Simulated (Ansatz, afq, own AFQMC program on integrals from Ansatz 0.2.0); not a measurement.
## AFQMC, coupled cluster and functionals along a coordinate of SiHO, quartet

```xyz
3

Si    0.0000   -0.0944    0.5921
O     0.0000    0.0915   -1.1262
H     0.0000    1.1795    1.3768
```

The Si1–O2 distance is changed with both sides rigid. Energies in eV count from this geometry (1.728 Å) at the same level; the start stands on UHF, each point on the determinant named.

Basis cc-pVDZ. Only valence electrons are correlated. Integrals, coupled cluster, full CI and functionals: Ansatz 0.2.0; the random walks run on the same integrals in our own AFQMC program. ph-AFQMC/CISD is guided by a CISD state made of CCSD amplitudes; releasing the constraint for a short imaginary time cuts its bias at the price of noise, slowly where states lie close. Uncertainties: one standard error, sampling alone.

Cautions, each for one point or more: higher spins were not checked; lower spins were not checked; raised T1 diagnostic; the determinant is a saddle point among determinants of its kind; unrestricted determinant spin contaminated.

```json
{"r(Si1–O2) / Å": "1.539", "det.": "UHF†", "T1": "0.023", "weight": "0.91", "⟨S²⟩": "3.76", "CCSD(T)": "0.915", "ph-AFQMC/CISD": "0.882 ± 0.013", "released AFQMC": "0.935 ± 0.023", "CCSDT(Q)": "0.921", "PBE0": "0.842", "CCSD": "0.898"}
{"r(Si1–O2) / Å": "1.862", "det.": "UHF", "T1": "0.025", "weight": "0.90", "⟨S²⟩": "3.77", "CCSD(T)": "0.016", "ph-AFQMC/CISD": "-0.015 ± 0.016", "released AFQMC": "-0.006 ± 0.026", "CCSDT(Q)": "0.007", "PBE0": "0.045", "CCSD": "0.032"}
{"r(Si1–O2) / Å": "2.359", "det.": "UHF", "T1": "0.050", "weight": "0.84", "⟨S²⟩": "3.95", "CCSD(T)": "1.259", "ph-AFQMC/CISD": "1.222 ± 0.018", "released AFQMC": "1.230 ± 0.030*", "CCSDT(Q)": "1.198", "PBE0": "1.373", "CCSD": "1.280"}
{"r(Si1–O2) / Å": "3.209", "det.": "UHF", "T1": "0.022", "weight": "0.89", "⟨S²⟩": "3.79", "CCSD(T)": "1.726", "ph-AFQMC/CISD": "1.740 ± 0.014", "released AFQMC": "1.737 ± 0.022", "CCSDT(Q)": "1.740", "PBE0": "2.255", "CCSD": "1.663"}
{"r(Si1–O2) / Å": "4.777", "det.": "UHF", "T1": "0.012", "weight": "0.90", "⟨S²⟩": "3.77", "CCSD(T)": "1.789", "ph-AFQMC/CISD": "1.778 ± 0.014", "released AFQMC": "1.811 ± 0.020", "CCSDT(Q)": "1.809", "PBE0": "2.397", "CCSD": "1.721"}
```

Weight is that of the determinant in the CISD state; at the start T1 is 0.022 and the weight 0.91, and ⟨S²⟩ is 3.76. An asterisk marks released energies that aren't shown to be converged. A dagger marks points whose determinant fills other symmetries than the start's, so the wave-function levels may follow another state there, or a degenerate partner. Largest departures from CCSDT(Q), at the points where its series has closed: CCSD(T) -0.019 eV at 4.777 (on UHF), ph-AFQMC/CISD -0.039 eV at 1.539 (on UHF), released AFQMC 0.014 eV at 1.539 (on UHF) (within the noise), PBE0 0.588 eV at 4.777, CCSD -0.088 eV at 4.777 (on UHF). Functionals count only at points shown to share the start's state and spin. In this small basis the wave-function levels are far from their limit, so their gap to the functionals isn't the functionals' error. In total energy ph-AFQMC/CISD lies 37 ± 10 meV above CCSDT(Q) at the start, so its agreement along the curve rests in part on cancellation.

Some points may be missing: those where a free walk finds a much lower state, and past Zn most of those on another determinant than at the start.

A walk keeps the symmetry of its determinant, which the program's search chose and which needn't be the lowest solution, so a lower state of the same spin and another symmetry isn't excluded.
